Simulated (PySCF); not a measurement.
**Atomic charges against the basis set**

Phosphaethyne, CHP.
Atom-mapped SMILES: `[CH:1]#[P:2]` (hydrogens: H3 on C1)

PBE0 throughout (PySCF), one geometry, spherical d and f functions. Geometry: PBE0-D3(BJ)/def2-SVP; no solvent, vibrations or thermal averaging.

Mulliken charges (e):

| basis | functions | C1 | P2 | H3 |
| --- | --- | --- | --- | --- |
| pcSseg-0 | 24 | -0.735 | +0.454 | +0.280 |
| cc-pVDZ | 37 | -0.187 | +0.116 | +0.071 |
| aug-cc-pVDZ | 59 | -0.013 | +0.233 | -0.219 |
| cc-pVTZ | 78 | -0.300 | +0.127 | +0.173 |
| IGLO-III | 89 | -0.336 | +0.194 | +0.142 |
| pcSseg-3 | 181 | -0.151 | +0.014 | +0.138 |

IAO charges (e):

| basis | functions | C1 | P2 | H3 |
| --- | --- | --- | --- | --- |
| pcSseg-0 | 24 | -0.447 | +0.255 | +0.192 |
| cc-pVDZ | 37 | -0.473 | +0.280 | +0.193 |
| aug-cc-pVDZ | 59 | -0.480 | +0.282 | +0.198 |
| cc-pVTZ | 78 | -0.487 | +0.290 | +0.197 |
| IGLO-III | 89 | -0.499 | +0.301 | +0.197 |
| pcSseg-3 | 181 | -0.496 | +0.298 | +0.198 |

Problem. Which scheme is steadiest as the basis changes?

Solution. Largest range over the bases for any column: IAO 0.05 e, Mulliken 0.72 e. IAO charges move least and Mulliken charges most, counted in e.

Problem. How much do the charges still move between the two largest bases, IGLO-III and pcSseg-3?

Solution. At most, over all atoms: Mulliken 0.185 e, IAO 0.003 e.

Problem. What do the same runs give for the total energy, the frontier levels and the dipole moment?

Solution. 
```tsv
basis	energy (Eh)	HOMO (eV)	LUMO (eV)	μ (D)
pcSseg-0	-379.3303	-8.45	-1.22	0.79
cc-pVDZ	-379.8139	-8.03	-1.15	0.51
aug-cc-pVDZ	-379.8170	-8.17	-1.46	0.48
cc-pVTZ	-379.8379	-8.11	-1.36	0.45
IGLO-III	-379.8354	-8.11	-1.32	0.33
pcSseg-3	-379.8500	-8.14	-1.51	0.37
```

The dipole is fixed by the density alone, so its range of 0.46 D shows that the density itself changes with the basis, not only its division among atoms.
